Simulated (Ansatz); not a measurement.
A run of Ansatz (development build ahead of 0.2.0) on singlet CH₄S at this shape:

```yaml
atoms:
  - { symbol: C, position_ang: [-0.0014, -0.0369, -1.1460] }
  - { symbol: S, position_ang: [-0.0068, -0.0613, 0.6563] }
  - { symbol: H, position_ang: [-0.0046, -1.0809, -1.4820] }
  - { symbol: H, position_ang: [-0.9062, 0.4520, -1.5467] }
  - { symbol: H, position_ang: [0.9077, 0.4526, -1.5489] }
  - { symbol: H, position_ang: [-0.0081, 1.2725, 0.8486] }
```

Its results:

| Item | Value |
| --- | --- |
| Converged | yes |
| Reference energy | -432.89475 hartree |
| Correlation energy | -0.08051 hartree |
| Total energy | -432.97526 hartree |
| Spin squared of the determinant | 0.000 |

(1) Which input gives this output? Name the method, the orbitals and the basis set, and write the input.

## Answers

(1) RHF-MP2 in STO-3G. An unrestricted run that stays on the closed shell gives the same numbers.

```yaml
crystal:
  periodic: [false, false, false]
  atoms:
    - { symbol: C, position_ang: [-0.00137, -0.03693, -1.146] }
    - { symbol: S, position_ang: [-0.00681, -0.06133, 0.65633] }
    - { symbol: H, position_ang: [-0.00463, -1.08087, -1.48197] }
    - { symbol: H, position_ang: [-0.90617, 0.452, -1.54672] }
    - { symbol: H, position_ang: [0.90766, 0.45263, -1.54886] }
    - { symbol: H, position_ang: [-0.00815, 1.27249, 0.84855] }
basis:
  gaussian: { orbitals: STO-3G }
hamiltonian:
  xc: hf
correlation:
  method: mp2
  frozen_orbitals: { C: 1, H: 0, S: 5 }
```
